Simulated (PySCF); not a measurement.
difluoromethane cation (CH2F2), SMILES FCF (connectivity only; charge and spin as stated), charge +1, multiplicity 2. Atoms are numbered in the order given.

```xyz
5

F     -1.0845     0.0000     0.2724
C      0.0000     0.0000    -0.4014
F      1.0845     0.0000     0.2724
H      0.0000     0.8131    -1.2476
H      0.0000    -0.8131    -1.2476
```
Charge +1, spin multiplicity 2.

The structure is a stationary point at ωB97X-D3(BJ)/def2-TZVP. The spin state was assumed, not searched.

Calculation: PBE0/pcH-1 (PySCF).

Unrestricted Kohn–Sham, ⟨S²⟩ = 0.754. Hyperfine tensors hold the contact and dipolar terms, without spin-orbit corrections.

Computed hyperfine couplings:
```json
[
 {"nucleus": "19F no. 1", "A(iso) (MHz)": "119.6", "A(iso) (G)": "42.7", "dipolar principal values (MHz)": "-394.4, -379.5, 773.9"},
 {"nucleus": "13C no. 2", "A(iso) (MHz)": "-82.3", "A(iso) (G)": "-29.4", "dipolar principal values (MHz)": "-32.9, -27.8, 60.7"},
 {"nucleus": "19F no. 3", "A(iso) (MHz)": "119.6", "A(iso) (G)": "42.7", "dipolar principal values (MHz)": "-394.4, -379.5, 773.9"},
 {"nucleus": "1H no. 4", "A(iso) (MHz)": "595.3", "A(iso) (G)": "212.4", "dipolar principal values (MHz)": "-20.4, -18.3, 38.8"},
 {"nucleus": "1H no. 5", "A(iso) (MHz)": "595.3", "A(iso) (G)": "212.4", "dipolar principal values (MHz)": "-20.4, -18.3, 38.8"}
]
```

**Question.** And the g tensor (effective nuclear charges for spin-orbit coupling, GIAO)? (The exact figures need the calculation; the answer reports its results.)

**Answer.** principal values 2.0020, 2.0102, 2.0139; isotropic 2.0087.
